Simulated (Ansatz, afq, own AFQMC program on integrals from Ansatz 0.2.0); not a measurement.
## Where AFQMC and coupled cluster stand for SiH2O, singlet

```yaml
atoms:
  - { symbol: Si, position_ang: [0.0000, 0.0272, 0.6023] }
  - { symbol: O, position_ang: [0.0000, -0.0739, -1.0520] }
  - { symbol: H, position_ang: [0.0000, 1.3870, 1.3072] }
  - { symbol: H, position_ang: [0.0000, -0.9730, -1.3909] }
```

Connectivity, by distances: SiH–OH.

Basis cc-pVDZ. Noble-gas cores (and the filled d shells of Ga–Kr and In–Xe) are frozen. Ansatz 0.2.0 and our own AFQMC program on the same integrals; the CISD trial comes from CCSD amplitudes, and released means the phaseless constraint is let go. Error bars are statistical, one sigma.

Determinant: RHF, the one that the program's search chose, which needn't be the lowest solution. The geometry is a point of a scan.

No full CI on the walks' own integrals is used here; CCSDT(Q) serves as the reference and is uncertain by about the last step of the cluster series.

Cautions: higher spins were not checked; restricted determinant unstable towards unrestricted (UHF 107 meV lower, ⟨S²⟩ 0.41).

```
T1 diagnostic                               : 0.0178
weight of the determinant in the CISD state : 0.876
size of the correlated space                : 12 electrons in 36 orbitals
```

| level | correlation energy (eV) |
| --- | --- |
| MP2 | -7.4691 |
| CCSD | -8.1255 |
| CCSD(T) | -8.3251 |

Q: Estimate where phaseless AFQMC with a CISD trial lies against CCSD(T) on the same integrals.

A: 3.7 ± 1.6 kJ/mol below CCSD(T).

Reference: CCSDT(Q), correlation energy -8.367 eV. The released energy is read at 2.40 1/Eh (meV from the phaseless value at times in 1/Eh: 12 ± 15 at 0.24, 12 ± 16 at 0.51, -11 ± 19 at 0.99, 7 ± 19 at 1.62, -28 ± 26 at 2.40).

```csv
level,E − E(reference) (kJ/mol),share of correlation (%)
CCSD(T),4.1,99.49
CCSDT,2.3,99.72
ph-AFQMC/CISD,0.4 ± 1.6,99.96
released AFQMC,-2.3 ± 2.5,100.29
```

A walk keeps the symmetry of its determinant, which the program's search chose and which needn't be the lowest solution, so a lower state of the same spin and another symmetry isn't excluded. Released energies are given only where the last usable release times agree within the noise; a slower fall can still hide under it.
